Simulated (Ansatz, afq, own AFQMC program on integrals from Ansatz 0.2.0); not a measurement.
Integrals from Ansatz 0.2.0, then the random walk in our own AFQMC program (afq).

```yaml
crystal:
  periodic: [false, false, false]
  atoms:
    - {symbol: Ge, position_ang: [0.000000, -0.030750, 0.000000]}
    - {symbol: H, position_ang: [0.000000, 1.108044, -1.158429]}
    - {symbol: H, position_ang: [0.000000, 1.108039, 1.158434]}
basis:
  gaussian: {orbitals: aug-cc-pVDZ}
total_charge: -1
magnetization: {spin_polarized: true, initial_magnetization: 1}
correlation: {method: ccsd_t, electrons: outside_noble_gas, hamiltonian_folder: ham}
```

```sh
$ ansatz run in.yaml --threads 1 --pin off --events-out ev --progress --plain --max-ram 1843MiB
```

Options of the walk:

```
--method phaseless --trial hf --walkers 120 --populations 1 --least-time 40 --time-step 0.005 --steps-per-block 20 --equilibration-blocks 112 --max-blocks 600 --target-error 0.0009600 --factor-cut 1e-05 --start spin_pure --seed 880 --taylor-order 6
```

Times are imaginary, in 1/Eh. The walk had a cap of 1149 s. Filled inner d shells are frozen with the cores.

afq prints:

```
orbitals 40  electrons 4 3  factors 322 of 576
reference energy -2076.46713166 Eh
CCSD correlation -0.12685050 Eh in 11 cycles, weight of the determinant in the CISD state 0.9043
energy of the start -2076.467270 Eh
 block  time / (1/Eh)  mean weight  energy / Eh
     1     0.100  1.0007  -2076.487025
     2     0.200  1.0009  -2076.501266
     3     0.300  1.0001  -2076.517012
     4     0.400  1.0018  -2076.527916
     5     0.500  1.0004  -2076.536571
    10     1.000  1.0004  -2076.571338
    69     6.900  1.0008  -2076.627107
    86     8.600  0.9995  -2076.592623
   171    17.100  1.0000  -2076.599683
   256    25.600  1.0001  -2076.607444
   341    34.100  1.0005  -2076.589089
   426    42.600  1.0002  -2076.582359
   511    51.100  1.0000  -2076.589558
   596    59.600  1.0010  -2076.601144
   681    68.100  1.0010  -2076.589068
   698    69.800  1.0013  -2076.609454
blocks merged  error / Eh  count
     1  0.000397  600
     2  0.000545  300
     4  0.000729  150
     8  0.000955  75
    16  0.001144  37
    32  0.001359  18
    64  0.001496  9
energy -2076.596455 +/- 0.001359 Eh
(rows thinned)
```

The run passed its tests (sampling time, drift between the halves within three errors, error under three times the target), which doesn't prove that it has relaxed. The second half of the sampling lies above the first by 1.6 errors of their difference, so the energy may still be moving and its error bar be too small.

Against this walk (error 37.0 meV) on the same determinant: CCSD(T) 36.1 meV lower (within the noise), CCSDT(Q) 63.6 meV lower (within the noise), a separate phaseless walk with a CISD trial and standard settings 54.0 ± 37.3 meV lower (within the noise). The error is statistical and leaves out the bias of the constraint.

Cautions: constraint bias not in the error; error above the target (37.0 against 26.1 meV); no relativity below Rb; no spin-orbit coupling; inner d shell frozen.

The walk took 4.5 min on 1 thread of Arm Neoverse V1 (shared host). The log's last line is the phaseless energy.

CCSDT and higher add their correlation energy to the determinant of the CCSD(T) run, since their own runs factorise the integrals more tightly (a shift of under 2 meV). A walk keeps the symmetry of its determinant, which the program's search chose and which needn't be the lowest solution, so a lower state of the same spin and another symmetry isn't excluded.
